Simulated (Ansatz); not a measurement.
in.yaml

```yaml
crystal:
  periodic: [false, false, false]
  atoms:
    - {symbol: Si, position_ang: [-0.015433, -0.009008, 0.021640]}
    - {symbol: O, position_ang: [-0.016266, -0.025151, -1.495513]}
    - {symbol: O, position_ang: [0.031698, 0.034159, 1.473873]}
basis:
  gaussian: {orbitals: cc-pVDZ}
magnetization: {spin_polarized: true, initial_magnetization: 0}
correlation: {method: mp2, electrons: all}
output: {forces: true}
```

```sh
$ ansatz run in.yaml --threads 1 --pin off --events-out ev --progress --plain --max-ram 2393MiB
```

The program prints:

```
443 factors; integrals over basis functions are off by at most 4.2e-4 eV
mean field evaluation 1: about -11930.3853 eV, gradient 3.6e1 eV
mean field evaluation 2: about -11930.4315 eV, gradient 3.6e1 eV
mean field evaluation 4: about -11935.5814 eV, gradient 1.4e0 eV
mean field evaluation 8: about -11935.6186 eV, gradient 9.1e-2 eV
mean field -11935.61875971 eV, -438.6258991664 hartree, gradient 1.9e-6 eV, S^2 0.000000; 0 other end points of the search recorded, 0 dependent functions left out
reference -11935.61875971 eV, -438.6258991664 hartree; 15, 15 occupied and 31, 31 virtual orbitals, 443 factors
second order -13.00599860 eV of doubles, -0.00000000 eV of singles
the calculation of the forces begins
mean field evaluation 16: about -11935.5160 eV, gradient 3.7e-1 eV
Total energy: -11948.62475831 eV, -439.1038607993 hartree
Atom 0 at    -0.015433    -0.009008     0.021640 Å, force    -0.091461    -0.103473    -4.728985 eV/Å
Atom 1 at    -0.016266    -0.025151    -1.495513 Å, force    -0.061776    -0.057027    -1.946810 eV/Å
Atom 2 at     0.031698     0.034159     1.473873 Å, force     0.153236     0.160499     6.675795 eV/Å
Dipole moment:    -0.022930    -0.013489     0.021970 e Å
```

Forces (eV/Å):
```
Si  -0.091 -0.103 -4.729
O   -0.062 -0.057 -1.947
O    0.153  0.160  6.676
```

Ran on 1 thread of Arm Neoverse V2, shared host: 0.66 s wall, 0.16 GiB peak host memory.
